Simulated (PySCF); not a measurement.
# BC⁻ (triplet): changing the method

Aim: see what other levels and later steps give for BC⁻ (triplet).

Program: PySCF 2.14.0. Level of theory: method and basis as typed in the scripts. These are calculated values, not measurements.

3 further runs of the same task are left out: 3 that didn't finish.

### Step 1. Where the work starts

BC⁻ (triplet): 2 atoms, charge -1, spin multiplicity 3.

Bond lengths: B1–C2 1.317 Å.

### Step 2. The run that the others are compared with

Input file input.py:

```python
from pyscf import gto, scf, tdscf

mol = gto.M(
    atom='B 0 0 0; C 0 0 1.317',
    basis='lanl2dz',
    charge=-1,
    spin=2,
    verbose=4,
)
mf = scf.UHF(mol)
mf.kernel()
td = tdscf.TDA(mf)
td.nstates = 3
td.kernel()
td.analyze()
mf.dip_moment()
print('orbital energies (hartree):', [e[max(0, n-3):n+3].round(4) for e, n in zip(mf.mo_energy, mol.nelec)])
```

The run is started by

```
> OMP_NUM_THREADS=1 python input.py
```

### Step 3. Polarisability

Run 1 changes step after the SCF: tda → polarizability.

input.py: that of step 2 with these lines changed.

```diff
@@ -1,2 +1,3 @@
-from pyscf import gto, scf, tdscf
+from pyscf import gto, scf
+from pyscf.prop.polarizability import uhf as pol
 
@@ -11,6 +12,4 @@
 mf.kernel()
-td = tdscf.TDA(mf)
-td.nstates = 3
-td.kernel()
-td.analyze()
+print('polarizability (a.u.)')
+print(pol.Polarizability(mf).polarizability().round(4))
 mf.dip_moment()
```

### Step 4. Pw6b95 (UKS)

Run 2 changes functional: none (Hartree–Fock) → pw6b95; SCF type: UHF → UKS; step after the SCF: tda → analyze.

Input file input.py:

```python
from pyscf import gto, dft

mol = gto.M(
    atom='B 0 0 0; C 0 0 1.317',
    basis='lanl2dz',
    charge=-1,
    spin=2,
    verbose=4,
)
mf = dft.UKS(mol, xc='pw6b95')
mf.kernel()
mf.analyze()
print('orbital energies (hartree):', [e[max(0, n-3):n+3].round(4) for e, n in zip(mf.mo_energy, mol.nelec)])
```

### Step 5. Scan (UKS)

Run 3 changes functional: none (Hartree–Fock) → scan; SCF type: UHF → UKS; step after the SCF: tda → analyze.

Input file input.py:

```python
from pyscf import gto, dft

mol = gto.M(
    atom='B 0 0 0; C 0 0 1.317',
    basis='lanl2dz',
    charge=-1,
    spin=2,
    verbose=4,
)
mf = dft.UKS(mol, xc='scan')
mf.kernel()
mf.analyze()
print('orbital energies (hartree):', [e[max(0, n-3):n+3].round(4) for e, n in zip(mf.mo_energy, mol.nelec)])
```

### Step 6. Wb97 (UKS)

Run 4 changes functional: none (Hartree–Fock) → wb97; SCF type: UHF → UKS; step after the SCF: tda → analyze.

Input file input.py:

```python
from pyscf import gto, dft

mol = gto.M(
    atom='B 0 0 0; C 0 0 1.317',
    basis='lanl2dz',
    charge=-1,
    spin=2,
    verbose=4,
)
mf = dft.UKS(mol, xc='wb97')
mf.kernel()
mf.analyze()
print('orbital energies (hartree):', [e[max(0, n-3):n+3].round(4) for e, n in zip(mf.mo_energy, mol.nelec)])
```

### Step 7. RHF

Run 5 changes SCF type: UHF → RHF.

Input file input.py:

```python
from pyscf import gto, scf, tdscf

mol = gto.M(
    atom='B 0 0 0; C 0 0 1.317',
    basis='lanl2dz',
    charge=-1,
    spin=2,
    verbose=4,
)
mf = scf.RHF(mol)
mf.kernel()
td = tdscf.TDA(mf)
td.nstates = 3
td.kernel()
td.analyze()
mf.dip_moment()
print('orbital energies (hartree):', mf.mo_energy[..., max(0, mol.nelec[1]-3):mol.nelec[0]+3].round(4))
```

### Step 8. Number of roots 10

Run 6 changes number of roots: 3 → 10.

input.py: that of step 2 with these lines changed.

```diff
@@ -12,3 +12,3 @@
 td = tdscf.TDA(mf)
-td.nstates = 3
+td.nstates = 10
 td.kernel()
```

Before running it: what results should come out? Wanted: for each run, E(SCF); from base; gap, α spin; after the SCF.

**Answer**, as computed:

```csv
run,E(SCF) (hartree),from base (eV),cycles,"gap, α spin (eV)",after the SCF
base,-62.291118,0,17,12.59,lowest root found 0.32 eV
polarisability,-62.291118,0.0000,17,12.59,n/a
pw6b95 (UKS),-62.791641,not comparable,11,7.11,n/a
scan (UKS),-62.674999,not comparable,49,5.24,n/a
wb97 (UKS),-62.674952,not comparable,14,11.90,n/a
RHF,-62.285765,+0.1457,17,n/a,lowest root found 0.84 eV
number of roots 10,-62.291118,0.0000,17,12.59,lowest root found 0.32 eV
```

The α-spin gap between the frontier levels is 5.2 eV with scan (0 % exact exchange) and 7.1 eV with pw6b95 (28 %): exact exchange opens it. A lower total energy from another functional means nothing by itself. The dearest run is “scan (UKS)”, at 6.8 s against 1 s.
